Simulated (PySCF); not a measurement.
# Dipole moment and polarisability of ethanimine

Compound: ethanimine, C2H5N.
Geometry (GFN2-xTB, Å), atoms numbered from 1 in this order:
```xyz
8
C2H5N angstrom
C     -0.8341   -0.0027    0.0209
C      0.5989    0.4100   -0.0949
N      1.6258   -0.2991    0.0066
H     -0.9242   -1.0699    0.2174
H     -1.3097    0.5530    0.8281
H     -1.3600    0.2388   -0.9018
H      0.7645    1.4663   -0.2934
H      1.4478   -1.2870    0.1925
```

Level: CAM-B3LYP/def2-SVPD (PySCF), static field, nuclei fixed, core orbitals frozen in the response. The polarisability tensor in these axes (au):

```
x   40.24 -3.83  0.31
y   -3.83 34.62 -1.43
z    0.31 -1.43 26.49
```

Diagonalise the tensor; give its mean and Δα, where Δα² is half the sum of the squared differences of the eigenvalues.

Principal values 26.23, 32.88 and 42.23 au; mean 33.78 au = 5.01 Å³ = 5.57 × 10⁻⁴⁰ C²·m²/J; Δα = 13.92 au (41 % of the mean).

What is the dipole moment, and where does it point?

(-2.49, -0.22, 0.11) D, 2.50 D in size, pointing from the negative to the positive side. Measured along this direction, the outermost atoms are N3 at the negative end and H6 and H5 at the positive end.

Find the Langevin capture rate constant for NO+ (29.998 u) meeting this molecule (43.042 u), k = 2.342 × 10⁻⁹ cm³/s × √(α in Å³ / reduced mass in u).

The reduced mass is 17.68 u, so k = 1.25 × 10⁻⁹ cm³/s. The formula leaves out the permanent dipole, which adds to the capture rate.

Refractivity n − 1 of an ideal gas of it at 400 K and 1 atm, from the electronic α?

N = p/kT = 1.8347 × 10¹⁹ cm⁻³, so n − 1 = 2π × N × 5.01 × 10⁻²⁴ cm³ = 577 × 10⁻⁶ at long wavelengths, for an ideal gas.

Rayleigh depolarisation ratio (linearly polarised light, static tensor)?

ρ = 3Δα²/(45ᾱ² + 4Δα²) = 581.3/(51358 + 775.1) = 0.0112.

How large is μ²/3kT at 298 K beside α?

In Gaussian units μ²/3kT = 50.81 Å³ against 5.01 Å³, a ratio of 10.15; the Debye molar polarisation (4π/3)N_A(α + μ²/3kT) is 140.8 cm³/mol, leaving out the vibrational part.

What molar refraction does this α imply?

Lorentz–Lorenz: R = (4π/3)N_A α = 2.5225 cm³/(mol·Å³) × 5.01 Å³ = 12.6 cm³/mol, in the limit of long wavelengths.

Geometry: GFN2-xTB; no solvent, vibrations or thermal averaging.
